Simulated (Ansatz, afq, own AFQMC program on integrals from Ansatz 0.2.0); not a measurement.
Two steps: Ansatz 0.2.0 writes the Fock matrix and Cholesky factors of the valence space, and afq projects on them the lowest state that overlaps trial and start.

```yaml
crystal:
  periodic: [false, false, false]
  atoms:
    - {symbol: Pt, position_ang: [0.000000, -0.010951, -0.011403]}
    - {symbol: F, position_ang: [0.000000, -1.130257, -1.176997]}
    - {symbol: F, position_ang: [0.000000, 1.264602, -1.339705]}
    - {symbol: F, position_ang: [0.000000, -1.286504, 1.316899]}
    - {symbol: F, position_ang: [0.000000, 1.264602, 1.316899]}
basis:
  gaussian: {orbitals: def2-SVP}
magnetization: {spin_polarized: true, initial_magnetization: 2}
correlation: {method: ccsd_t, electrons: outside_noble_gas, hamiltonian_folder: ham}
```

```sh
$ ansatz run in.yaml --threads 1 --pin off --events-out ev --progress --plain --max-ram 24576MiB --backend cuda --devices 0, --max-vram 18GiB
```

afq runs on the folder ham with

```
--method phaseless --trial cisd --walkers 1700 --populations 20 --least-time 60 --time-step 0.005 --steps-per-block 50 --equilibration-blocks 40 --max-blocks 4000 --target-error 0.00037 --factor-cut 1e-05 --start spin_pure --seed 3843 --release-times 0.24,0.48,0.8,1.2 --release-step 0.04 --release-every 5 --taylor-order 6
```

Times are imaginary, in 1/Eh. The walk had a cap of 361 s. With eight or more populations the least sampling time is a fifth of least-time, and the error comes from their spread. Core potentials past Kr, no spin–orbit coupling.

afq prints:

```
orbitals 80  electrons 20 18  factors 666 of 836
reference energy -515.64560608 Eh
CCSD correlation -1.01220711 Eh in 22 cycles, weight of the determinant in the CISD state 0.7564
energy of the start -516.655662 Eh
 block  time / (1/Eh)  mean weight  energy / Eh
     1     0.250  1.0001  -516.624798
     2     0.500  1.0010  -516.649413
     3     0.750  1.0001  -516.665833
     4     1.000  1.0001  -516.672360
     5     1.250  0.9989  -516.677575
     9     2.250  1.0001  -516.691039
    33     8.250  0.9989  -516.688891
    65    16.250  1.0005  -516.685050
    97    24.250  1.0012  -516.684814
   129    32.250  1.0005  -516.693184
   161    40.250  0.9999  -516.683524
   193    48.250  1.0000  -516.692685
   209    52.250  1.0011  -516.693873
   225    56.250  1.0001  -516.675987
   257    64.250  1.0006  -516.680573
   289    72.250  1.0004  -516.686209
   321    80.250  0.9990  -516.685671
error from the spread of 20 populations
released: time / (1/Eh)  energy / Eh  error  mean overlap
  0.24  -516.688755  0.000650  0.9954
  0.48  -516.689609  0.000782  0.9974
  0.80  -516.689625  0.000863  1.0021
  1.20  -516.688525  0.002202  1.0164
energy -516.685701 +/- 0.000418 Eh
(rows thinned)
```

The run passed its tests (sampling time, drift between the halves within three errors, error under three times the target), which doesn't prove that it has relaxed, ending at its cap on processor time.

Against this walk (error 11.4 meV) on the same determinant: CCSD(T) 40.0 meV lower. The error is statistical and leaves out the bias of the constraint. None of these is a sure reference here. The released energies get too noisy after the second time (errors over twice the walk's own, or jumping) (meV from the phaseless value at times in 1/Eh: -83 ± 18 at 0.24, -106 ± 21 at 0.48, -107 ± 23 at 0.80, -77 ± 60 at 1.20), so they give no level; they do show a bias of the constraint, and the last of them that isn't too noisy lies 66 meV below CCSD(T).

Cautions: constraint bias not in the error; error above the target (11.4 against 10.1 meV); no spin-orbit coupling; outer-core shells of the metal frozen; lower spins were not checked; higher spins were not checked.

The walk took 6 min on 1 × NVIDIA H100 80GB HBM3 with 2 threads of AMD EPYC 7R13 Processor (Zen 3), on a shared host (the card was shared). The log's last line is the phaseless energy.

A walk keeps the symmetry of its determinant, which the program's search chose and which needn't be the lowest solution, so a lower state of the same spin and another symmetry isn't excluded.
